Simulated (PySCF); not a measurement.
# Static response to an electric field

Compound: HSiF (singlet state).
Structure used (GFN2-xTB), in Å, numbered top down from 1:
```xyz
3
FHSi angstrom
F      1.1843   -0.3237   -0.0017
Si    -0.0905    0.7090   -0.0129
H     -1.0823   -0.3878    0.0021
```

Level: CAM-B3LYP/def2-SVPD (PySCF), static field, nuclei fixed, core orbitals frozen in the response. The polarisability tensor in these axes (au):

```
x   31.68  1.84 -0.03
y    1.84 30.89 -0.03
z   -0.03 -0.03 28.88
```

Q: Give the principal values, the mean and the anisotropy Δα = √{½[(α1 − α2)² + (α2 − α3)² + (α1 − α3)²]}.

A: Principal values 28.88, 29.40 and 33.17 au; mean 30.48 au = 4.52 Å³ = 5.03 × 10⁻⁴⁰ C²·m²/J; Δα = 4.06 au (13 % of the mean).

Q: What is the dipole moment, and where does it point?

A: (-1.21, 0.55, -0.01) D, 1.33 D in size, pointing from the negative to the positive side. Measured along this direction, the outermost atoms are F1 at the negative end and H3 at the positive end.

Q: Along which axes do the principal values lie, and how far do the nuclei extend along each?

A: Largest value along (0.78, 0.63, -0.01), where the nuclei span 1.80 Å; middle along (-0.63, 0.78, -0.01), 1.60 Å; least along (0.00, 0.01, 1.00), 0.00 Å. The response follows the extents in order.

Q: What are the principal values of the traceless quadrupole moment, Θ = ½Σq(3rr − r²1), about the centre of nuclear charge?

A: -3.63, -0.78, 4.42 D·Å. The values depend on the origin, since the dipole doesn't vanish. The electronic extent ⟨r²⟩ about the same centre is 105 bohr², a root-mean-square distance of 1.10 Å for the 24 electrons.

Q: What depolarisation ratio follows for Rayleigh scattering of linearly polarised light, taking the static tensor?

A: ρ = 3Δα²/(45ᾱ² + 4Δα²) = 49.4/(41814 + 65.9) = 0.00118.

Q: How large is μ²/3kT at 500 K beside α?

A: In Gaussian units μ²/3kT = 8.58 Å³ against 4.52 Å³, a ratio of 1.90; the Debye molar polarisation (4π/3)N_A(α + μ²/3kT) is 33.0 cm³/mol, leaving out the vibrational part.

Q: Form Σ f/ω² (atomic units) for the 8 lowest TDDFT singlets, given as eV and f, and set it beside the mean polarisability, which is this sum over all singlets: 2.98, 0.0222; 5.79, 0.0830; 6.96, 0.1485; 7.51, 0.0491; 8.29, 0.2978; 8.47, 0.0056; 8.78, 0.1961; 8.87, 0.0153.

A: They add up to 11.89 au, 39.0 % of the 30.48 au; the largest single term is 3.21 au, from the state at 8.29 eV. Terms in order: 1.84, 1.84, 2.27, 0.64, 3.21, 0.06, 1.88, 0.14 au. Higher excitations give the rest. The strengths listed sum to 0.818.

Geometry: GFN2-xTB; no solvent, vibrations or thermal averaging.
